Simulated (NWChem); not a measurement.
# BNH2Cl (SMILES N[B]Cl) at UB3LYP/6-31G(d) (spherical functions)

What is the vertical ionisation energy of BNH2Cl at UB3LYP/6-31G* (spherical functions)? 

The calculation is run with NWChem 7.3.0.

1 further run of the same task is left out (set aside as unsound or not needed).

**1. Starting point**

BNH2Cl has 5 atoms, charge 0, and is taken as a doublet. SMILES: `N[B]Cl`. The shape is that of a PBE0-D4/def2-TZVP optimisation. This is one conformer, not always the lowest.

Bond lengths: N1–B2 1.376 Å, B2–Cl3 1.746 Å, N1–H4 1.005 Å, N1–H5 1.010 Å. Angles: N1–B2–Cl3 124.3°, B2–N1–H4 122.3°, B2–N1–H5 123.4°, H4–N1–H5 114.3°.

**2. Energy and forces at UB3LYP/6-31G(d) (spherical functions)**

File mymol.nw:

```
start mymol
memory total 2200 mb

geometry units angstrom noautosym nocenter noautoz
  N     -0.334000     0.412100    -0.256700
  B     -0.098400    -0.544600     0.704400
  Cl     1.343200    -1.526200     0.784600
  H     -1.176700     0.959900    -0.273100
  H      0.315800     0.625100    -1.000600
end

basis spherical bse
  N library 6-31G*
  B library 6-31G*
  Cl library 6-31G*
  H library 6-31G*
end

dft
  xc b3lyp
  mult 2
  grid xfine
  convergence energy 1e-08
  iterations 100
  mulliken
  print low
end

task dft gradient
```

Command:

```sh
$ nwchem mymol.nw > mymol.out
```

Log:

```text
Northwest Computational Chemistry Package (NWChem) 7.3.0
             --------------------------------------------------------

           Job information
           ---------------

    nwchem branch   = 7.3.0
    use scalapack   = T
    input           = mymol.nw
    prefix          = mymol.
    data base       = ./mymol.db
    status          = startup
    nproc           =        1

           Memory information
           ------------------

    heap     =     72089594 doubles =      550.0 Mbytes
    stack    =     72089599 doubles =      550.0 Mbytes
    global   =    144179200 doubles =     1100.0 Mbytes (distinct from heap & stack)
    total    =    288358393 doubles =     2200.0 Mbytes
    verify   = yes
    hardfail = no

           Directory information
           ---------------------

  0 permanent = .
  0 scratch   = .

                                NWChem Input Module
                                -------------------

 Scaling coordinates for geometry "geometry" by  1.889725989
 (inverse scale =  0.529177249)

                             Geometry "geometry" -> ""
                             -------------------------

 Output coordinates in angstroms (scale by  1.889725989 to convert to a.u.)

  No.       Tag          Charge          X              Y              Z
 ---- ---------------- ---------- -------------- -------------- --------------
    1 N                    7.0000    -0.33400000     0.41210000    -0.25670000
    2 B                    5.0000    -0.09840000    -0.54460000     0.70440000
    3 Cl                  17.0000     1.34320000    -1.52620000     0.78460000
    4 H                    1.0000    -1.17670000     0.95990000    -0.27310000
    5 H                    1.0000     0.31580000     0.62510000    -1.00060000

      Atomic Mass
      -----------

      N                 14.003070
      B                 11.009310
      Cl                34.968850
      H                  1.007825

 Effective nuclear repulsion energy (a.u.)      77.6180817206

            Nuclear Dipole moment (a.u.)
            ----------------------------
        X                 Y               Z
 ---------------- ---------------- ----------------
    36.1759694624   -45.7289122799    26.0585654921

            XYZ format geometry
            -------------------
     5
 geometry
 N                    -0.33400000     0.41210000    -0.25670000
 B                    -0.09840000    -0.54460000     0.70440000
 Cl                    1.34320000    -1.52620000     0.78460000
 H                    -1.17670000     0.95990000    -0.27310000
 H                     0.31580000     0.62510000    -1.00060000

 ==============================================================================
                                internuclear distances
 ------------------------------------------------------------------------------
       center one      |      center two      | atomic units |  angstroms
 ------------------------------------------------------------------------------
    2 B                |   1 N                |     2.60103  |     1.37641
    3 Cl               |   2 B                |     3.29928  |     1.74590
    4 H                |   1 N                |     1.89962  |     1.00523
    5 H                |   1 N                |     1.90946  |     1.01044
 ------------------------------------------------------------------------------
                         number of included internuclear distances:          4
 ==============================================================================

 ==============================================================================
                                 internuclear angles
 ------------------------------------------------------------------------------
        center 1       |       center 2       |       center 3       |  degrees
 ------------------------------------------------------------------------------
    2 B                |   1 N                |   4 H                |   122.25
    2 B                |   1 N                |   5 H                |   123.40
    4 H                |   1 N                |   5 H                |   114.34
    1 N                |   2 B                |   3 Cl               |   124.35
 ------------------------------------------------------------------------------
                            number of included internuclear angles:          4
 ==============================================================================

                      Basis "ao basis" -> "" (spherical)
                      -----
  [basis functions not shown]

 Summary of "ao basis" -> "" (spherical)
 ------------------------------------------------------------------------------
       Tag                 Description            Shells   Functions and Types
 ---------------- ------------------------------  ------  ---------------------
 N                           6-31G*                  6       14   3s2p1d
 B                           6-31G*                  6       14   3s2p1d
 Cl                          6-31G*                  8       18   4s3p1d
 H                           6-31G*                  2        2   2s

                                 NWChem DFT Module
                                 -----------------

  Caching 1-el integrals
   Time after variat. SCF:      0.2

     ---------------------------------------------
      Total Density - Mulliken Population Analysis
     ---------------------------------------------

    Atom       Charge   Shell Charges
 -----------   ------   -------------------------------------------------------
    1 N    7     8.00   2.00  0.82  2.65  0.76  1.76  0.01
    2 B    5     4.58   2.00  0.58  0.92  0.65  0.36  0.07
    3 Cl  17    17.28   2.00  2.00  5.98  1.38  3.67  0.54  1.69  0.02
    4 H    1     0.56   0.41  0.15
    5 H    1     0.58   0.40  0.17

     --------------------------------------------
      Spin Density - Mulliken Population Analysis
     --------------------------------------------

    Atom       Charge   Shell Charges
 -----------   ------   -------------------------------------------------------
    1 N    7     0.04   0.00  0.02  0.03 -0.01 -0.01  0.00
    2 B    5     0.81   0.00  0.06  0.23  0.34  0.18  0.00
    3 Cl  17     0.10   0.00  0.00  0.00  0.01  0.09 -0.01  0.01  0.00
    4 H    1     0.00   0.00  0.00
    5 H    1     0.05   0.02  0.03
   Time prior to 1st pass:      0.2

           Memory utilization after 1st SCF pass:
           Heap Space remaining (MW):       35.15            35152682
          Stack Space remaining (MW):       72.09            72089004

   convergence    iter        energy       DeltaE   RMS-Dens  Diis-err    time
 ---------------- ----- ----------------- --------- --------- ---------  ------
 d= 0,ls=0.0,diis     1   -540.9526813663 -6.19D+02  1.34D-02  9.50D-02     1.6
                                                     6.32D-03  8.29D-02
 d= 0,ls=0.0,diis     2   -540.9715259512 -1.88D-02  4.12D-03  6.62D-02     3.0
                                                     4.03D-03  7.00D-02
 d= 0,ls=0.0,diis     3   -541.0019249452 -3.04D-02  1.59D-03  9.90D-03     4.4
                                                     9.58D-04  8.16D-03
 d= 0,ls=0.0,diis     4   -541.0061362773 -4.21D-03  5.34D-04  5.11D-04     5.9
                                                     3.81D-04  5.23D-04
 d= 0,ls=0.0,diis     5   -541.0064089219 -2.73D-04  1.70D-04  3.85D-05     7.4
                                                     1.33D-04  3.89D-05
  Resetting Diis
 d= 0,ls=0.0,diis     6   -541.0064363681 -2.74D-05  6.39D-05  2.43D-06     8.9
                                                     3.73D-05  2.22D-06
 d= 0,ls=0.0,diis     7   -541.0064386058 -2.24D-06  1.68D-05  2.39D-07    10.4
                                                     1.71D-05  3.25D-07
 d= 0,ls=0.0,diis     8   -541.0064388123 -2.07D-07  9.00D-06  1.62D-07    11.8
                                                     7.97D-06  1.60D-07
 d= 0,ls=0.0,diis     9   -541.0064389159 -1.04D-07  4.30D-06  2.32D-08    13.3
                                                     2.95D-06  8.16D-09
 d= 0,ls=0.0,diis    10   -541.0064389325 -1.65D-08  1.69D-06  7.14D-09    14.7
                                                     2.50D-06  1.73D-08
 d= 0,ls=0.0,diis    11   -541.0064389408 -8.31D-09  4.49D-07  4.19D-10    16.2
                                                     3.23D-07  2.25D-10

         Total DFT energy =     -541.006438940762
      One electron energy =     -898.242444840522
           Coulomb energy =      319.658341556129
    Exchange-Corr. energy =      -40.040417376946
 Nuclear repulsion energy =       77.618081720576

 Numeric. integr. density =       30.999999996802

     Total iterative time =     16.0s

     ---------------------------------------------
      Total Density - Mulliken Population Analysis
     ---------------------------------------------

    Atom       Charge   Shell Charges
 -----------   ------   -------------------------------------------------------
    1 N    7     7.68   2.00  0.77  2.57  0.78  1.55  0.02
    2 B    5     4.83   2.00  0.55  1.33  0.46  0.42  0.08
    3 Cl  17    17.17   2.00  2.00  5.97  1.40  3.64  0.54  1.60  0.02
    4 H    1     0.66   0.50  0.15
    5 H    1     0.67   0.50  0.17

     --------------------------------------------
      Spin Density - Mulliken Population Analysis
     --------------------------------------------

    Atom       Charge   Shell Charges
 -----------   ------   -------------------------------------------------------
    1 N    7    -0.05   0.00  0.01 -0.01 -0.01 -0.03  0.00
    2 B    5     0.95   0.00  0.10  0.37  0.26  0.22 -0.00
    3 Cl  17     0.05   0.00  0.00  0.00  0.01  0.06 -0.00 -0.01  0.00
    4 H    1     0.00   0.00 -0.00
    5 H    1     0.04   0.02  0.03

     -------------------------------------------
      Total Density - Lowdin Population Analysis
     -------------------------------------------

    Atom       Charge   Shell Charges
 -----------   ------   -------------------------------------------------------
    1 N    7     7.32   1.99  0.67  2.37  0.51  1.74  0.04
    2 B    5     5.23   1.98  0.47  1.26  0.45  0.89  0.18
    3 Cl  17    16.97   2.00  1.99  5.91  1.14  3.34  0.63  1.93  0.02
    4 H    1     0.74   0.47  0.27
    5 H    1     0.75   0.47  0.28

     ------------------------------------------
      Spin Density - Lowdin Population Analysis
     ------------------------------------------

    Atom       Charge   Shell Charges
 -----------   ------   -------------------------------------------------------
    1 N    7     0.00   0.00  0.01 -0.01 -0.00 -0.01  0.01
    2 B    5     0.87   0.01  0.10  0.38  0.15  0.23  0.01
    3 Cl  17     0.08   0.00  0.00  0.00  0.01  0.06  0.00  0.01  0.00
    4 H    1     0.00   0.01 -0.00
    5 H    1     0.04   0.02  0.02

     --------------------------
     Expectation value of S2:
     --------------------------
      <S2> =      0.7523 (Exact =     0.7500)

                         DFT ENERGY GRADIENTS

    atom               coordinates                        gradient
                 x          y          z           x          y          z
   1 N      -0.631168   0.778756  -0.485093   -0.000510  -0.001081   0.001671
   2 B      -0.185949  -1.029145   1.331123    0.007468   0.000163  -0.005820
   3 Cl      2.538280  -2.884100   1.482679   -0.008174   0.005404  -0.000271
   4 H      -2.223641   1.813948  -0.516084    0.003895  -0.002729   0.000302
   5 H       0.596775   1.181268  -1.890860   -0.002679  -0.001757   0.004118

 Task  times  cpu:       19.6s     wall:       19.6s
 Total times  cpu:       19.6s     wall:       19.6s
```

Wall time 20 s (1 thread of Intel Xeon Platinum 8488C (Sapphire Rapids), shared host); peak memory 0.12 GiB.

(Part 1 of 2 ends here.)
